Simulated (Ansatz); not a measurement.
Born–Oppenheimer molecular dynamics of CH2LiN (5 atoms, charge 0, multiplicity 1). It goes on from the last frame of an earlier run, with new velocities.

Method: Ansatz, RKS r2SCAN/def2-SVP.

```yaml
ensemble: NVT, Langevin thermostat
time_step: 0.5 fs
steps_asked: 150
set_temperature: 300 K
friction: 0.05 /fs
temperature_schedule: 37 steps to 300 K, then 113 steps to 600 K
seed: 493505
```

First frame:

```xyz
5
Properties=species:S:1:pos:R:3
Li -2.234 0.382 -0.637
N -0.622 0.120 -0.218
C 0.543 -0.102 0.177
H 0.990 -1.100 0.391
H 1.359 0.697 0.379
```

**Question.** How far do the bonds stretch over the last three quarters of this one trajectory? (Pairs bonded in most of those frames.)

**Answer.** 
```csv
bond,mean (Å),spread (Å),shortest,longest
Li1–N2,1.727,0.029,1.69,1.79
N2–C3,1.250,0.017,1.22,1.28
C3–H4,1.133,0.040,1.07,1.20
C3–H5,1.133,0.025,1.08,1.20
```

Mean temperature of the second half: 283 K. The schedule's set-point averaged 500 K over the second half and the system 283 K, so it lags behind the ramp. A run of 0.075 ps of so small a system gives no equilibrium averages.

Time of the run: 3.8 min on 1 thread of Arm Neoverse V2 (shared host), peak memory 0.1 GiB.
